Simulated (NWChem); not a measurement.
# HNO3 (nitric acid) at HF/def2-SVPD

What is the vertical ionisation energy of HNO3 (nitric acid) at HF/def2-SVPD? 

Program for the calculation: NWChem 7.3.0.

3 further runs of the same task are left out: 3 set aside as unsound or not needed. Runs told in other sessions of the task aren't counted.

## (1) The molecule

HNO3 has 5 atoms, charge 0, and is taken as a singlet. As SMILES, `O=[N+]([O-])O`. The coordinates come from a PBE0-D4/def2-TZVP relaxation. This is one conformer, not always the lowest.

Bond lengths: O1–N2 1.186 Å, N2–O3 1.201 Å, N2–O4 1.385 Å, O4–H5 0.970 Å. Angles: O1–N2–O3 130.2°, O1–N2–O4 114.2°, O3–N2–O4 115.7°, N2–O4–H5 103.1°.

## (2) Energy and forces at HF/def2-SVPD

The input, nw.nw:

```
start nw
title "HNO3 hf"
memory 2200 mb
geometry units angstroms noautosym nocenter noautoz
 O      1.317870    -0.315800     0.746500
 N      0.253090    -0.279730     0.226190
 O     -0.596440    -1.123960     0.141450
 O     -0.044080     0.932950    -0.373960
 H     -0.930440     0.786540    -0.740170
end
basis spherical bse
 * library def2-SVPD
end
scf
 thresh 1e-08
 maxiter 80
end
task scf gradient
```

Run with:

```bash
$ nwchem nw.nw > nw.out
```

Output:

```text
[...]
  functions       =    97
[...]
  wavefunction    = RHF
[...]
         Total SCF energy =   -279.243639548721
      One-electron energy =   -636.048670583286
      Two-electron energy =    229.169058471703
 Nuclear repulsion energy =    127.635972562862
        Time for solution =     10.6s
[...]
                         RHF ENERGY GRADIENTS
    atom               coordinates                        gradient
                 x          y          z           x          y          z
   1 O       2.490413  -0.596775   1.410680    0.044821   0.002368   0.020443
   2 N       0.478271  -0.528613   0.427437   -0.006102  -0.010448   0.001015
   3 O      -1.127108  -2.123976   0.267302   -0.033355  -0.030857  -0.004184
   4 O      -0.083299   1.763020  -0.706682    0.011939   0.045035  -0.011354
   5 H      -1.758277   1.486345  -1.398718   -0.017303  -0.006099  -0.005921
[...]
```

Run time: 14 s. Hardware: 1 thread of Intel Xeon 6975P-C (Granite Rapids), shared host; peak memory 0.1 GiB.

## (3) The doublet cation: a single-point energy at UHF/def2-SVPD

The input, run.py:

```python
from ase import Atoms
from ase.calculators.nwchem import NWChem

molecule = Atoms('ONOOH', positions=[
    [1.317870, -0.315800, 0.746500],
    [0.253090, -0.279730, 0.226190],
    [-0.596440, -1.123960, 0.141450],
    [-0.044080, 0.932950, -0.373960],
    [-0.930440, 0.786540, -0.740170],
])

calc = NWChem(
    label='hno3',
    theory='scf',
    memory='2200 mb',
    basis='def2-SVPD',
    basispar='spherical bse',
    charge=1,
    scf={'nopen': '1', 'uhf': None, 'thresh': '1e-08', 'maxiter': '80'},
    task='energy',
)
molecule.calc = calc

print("Total energy (eV):", round(molecule.get_potential_energy(), 6))
```

Run with:

```bash
$ export ASE_NWCHEM_COMMAND="nwchem PREFIX.nwi > PREFIX.nwo"
$ python run.py
```

Output:

```text
Total energy (eV): -7587.270288
```

The calculator wrote hno3.nwi:

```
title "hno3"

permanent_dir hno3

scratch_dir hno3

start hno3

geometry units angstrom nocenter noautosym noautoz
  O  1.3178700000000001e+00 -3.1580000000000003e-01 7.4650000000000005e-01
  N  2.5308999999999998e-01 -2.7972999999999998e-01 2.2619000000000000e-01
  O  -5.9643999999999997e-01 -1.1239600000000001e+00 1.4144999999999999e-01
  O  -4.4080000000000001e-02 9.3294999999999995e-01 -3.7396000000000001e-01
  H  -9.3044000000000004e-01 7.8654000000000002e-01 -7.4016999999999999e-01
end

charge 1

memory 2200 mb

basis spherical bse noprint
   * library def2-SVPD
end

scf
  nopen 1
  uhf
  thresh 1e-08
  maxiter 80
end

task scf energy
```

hno3.nwo:

```text
Northwest Computational Chemistry Package (NWChem) 7.3.0
             --------------------------------------------------------

           Job information
           ---------------

    nwchem branch   = 7.3.0
    use scalapack   = T
    input           = hno3.nwi
    prefix          = hno3.
    data base       = hno3/hno3.db
    status          = startup
    nproc           =        1

           Memory information
           ------------------

    heap     =     72089600 doubles =      550.0 Mbytes
    stack    =     72089597 doubles =      550.0 Mbytes
    global   =    144179200 doubles =     1100.0 Mbytes (distinct from heap & stack)
    total    =    288358397 doubles =     2200.0 Mbytes
    verify   = yes
    hardfail = no

           Directory information
           ---------------------

  0 permanent = hno3
  0 scratch   = hno3

[... 121 lines left out ...]
 Convergence threshold     :          1.000E-08
[... 18 lines left out ...]
       Final UHF  results
[... 3 lines left out ...]
      One electron energy =   -625.591947076643
[... 1 line left out ...]
 Nuclear repulsion energy =    127.635972562862
[... 38 lines left out ...]
          Final beta eigenvalues
[... 343 lines left out ...]
                     UHF Final Beta Molecular Orbital Analysis
[... 363 lines left out ...]
   Mulliken analysis of the spin density
   -------------------------------------

    Atom       Charge   Shell Charges
 -----------   ------   -------------------------------------------------------
    1 O    8    -0.65   0.00 -0.03 -0.01 -0.00 -0.42 -0.20 -0.01  0.00  0.01
    2 N    7     0.35  -0.00  0.02  0.01  0.01  0.27  0.08  0.00 -0.05
    3 O    8     1.19  -0.00  0.05  0.00 -0.00  0.82  0.33  0.02  0.00 -0.02
    4 O    8     0.12  -0.00  0.01 -0.01 -0.01  0.12  0.02 -0.00 -0.00 -0.01
    5 H    1    -0.01  -0.01  0.00  0.00 -0.01

       Multipole analysis of the density wrt the origin
       ------------------------------------------------

     L   x y z        total         alpha         beta         nuclear
     -   - - -        -----         -----         ----         -------
     0   0 0 0      1.000000    -16.000000    -15.000000     32.000000

     1   1 0 0     -0.599816     -5.048470     -7.381011     11.829666
[... 8 lines of this table left out ...]
     2   0 0 2    -13.262532    -18.236735    -18.748079     23.722282

 Task  times  cpu:       51.4s     wall:       51.4s
 Total times  cpu:       51.4s     wall:       51.4s
```

Run time: 53 s. Hardware: 1 thread of Intel Xeon 6975P-C (Granite Rapids), shared host; peak memory 0.1 GiB.

## (4) Outcome

Level: HF/def2-SVPD.

| quantity | value |
| --- | --- |
| singlet HNO3: total energy | -279.24364 Eh |
| singlet HNO3: dipole moment | 2.66 D |
| singlet HNO3: HOMO energy | -13.78 eV |
| singlet HNO3: LUMO energy | 2.03 eV |
| singlet HNO3: HOMO–LUMO gap | 15.81 eV |
| singlet HNO3: largest force on an atom | 2.536 eV/Å |
| doublet cation: total energy | -278.82704 Eh |
| doublet cation: HOMO energy (highest over α and β) | -22.39 eV |
| doublet cation: LUMO energy (lowest over α and β) | -8.53 eV |
| doublet cation: ⟨S²⟩ | 1.104 |
| vertical ionisation energy (to the doublet cation) | 11.336 eV |

Removing an electron at fixed nuclei costs 11.34 eV (1094 kJ/mol). The largest force (singlet HNO3) is 2.54 eV/Å: the shape isn't a stationary point for this species at this level. −ε(HOMO) before ionisation, 13.78 eV, is 2.44 eV above this ionisation energy. Mulliken charges (singlet HNO3) run from -0.54 on O3 to +1.13 on N2; in a basis this large or diffuse they mean little. ⟨S²⟩ (doublet cation) is 1.10 where a pure doublet has 0.75: the reference is spin-contaminated.
